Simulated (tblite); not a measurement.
Cyclopropylmethylamine, C4H9N.
SMILES with atom numbers: `[NH2:1][CH2:2][CH:3]1[CH2:4][CH2:5]1` (hydrogens: H6, H7 on N1; H8, H9 on C2; H10 on C3; H11, H12 on C4; H13, H14 on C5)

Computed with GFN2-xTB (tblite), gas phase: nudged elastic band of 9 images (0 to 8), spring 0.2 eV/Å², climbing image at the end, force threshold 0.05 eV/Å. The top image wasn't refined or checked by frequencies; at this threshold it can lie a kcal/mol or more above the true saddle point of the method.

The band describes a rotation about C2–C3 (sp3 carbon bound to nitrogen, three-membered-ring carbon), followed by the dihedral N1–C2–C3–C4, from the optimised start (90°) to a second optimised geometry at -149°.

Q: Give the energy profile along the converged band.

A: 
```tsv
image	dihedral (°)	E (kJ/mol)	C2–C3 (Å)	N1···C4 (Å)	largest true force (eV/Å)
0	90	0.00	1.510	3.33	0.01
1	106	1.18	1.512	3.49	0.03
2	121	3.91	1.516	3.61	0.04
3	136	6.68	1.518	3.71	0.04
4	152	7.92	1.519	3.79	0.04
5	167	7.03	1.517	3.83	0.06
6	-178	4.69	1.514	3.84	0.06
7	-163	2.46	1.511	3.81	0.05
8	-149	1.52	1.510	3.77	0.01
```

Barriers of this band. The top is image 4 at 152°: 7.92 kJ/mol forward and 6.40 kJ/mol back; the end lies 1.52 kJ/mol above the start. The central bond is 0.009 Å longer at the top than at the start.

Q: What rate follows at 350 K for crossing this barrier forward?

A: Taking the electronic barrier for the free energy of activation (no zero-point or entropy terms, transmission 1), rate = (kT/h)·exp(−ΔE/kT) ≈ 5 × 10^11 s⁻¹, whose inverse is 2 × 10^-12 s. An error of 1 kcal/mol in the barrier changes this by a factor of 4, and the method and the loose band can each miss by that much or more. The barrier is only 2.7 kT, where transition-state theory is rough.

Q: How would the two end points share their population at 350 K, from these energies alone?

A: exp(−ΔE/kT) with ΔE = 0.016 eV gives 0.59 for the higher one (end) against 1 for the lower, without vibrational, rotational or degeneracy terms. GFN2-xTB can put conformers this close in the wrong order.

Q: How long is the path, and how are the images spaced?

A: Cartesian distances between aligned neighbours (all atoms, Å): 0.59, 0.60, 0.60, 0.60, 0.59, 0.59, 0.59, 0.53; the sum is 4.69 Å, and the top lies 51 % of the way along.

What follows is the cost of the whole band run. Hardware: Arm Neoverse V1, one thread, no GPU, shared host with 32 logical CPUs at a one-minute load of 14. Cost: 1.7 s, 0.18 GiB resident at most.
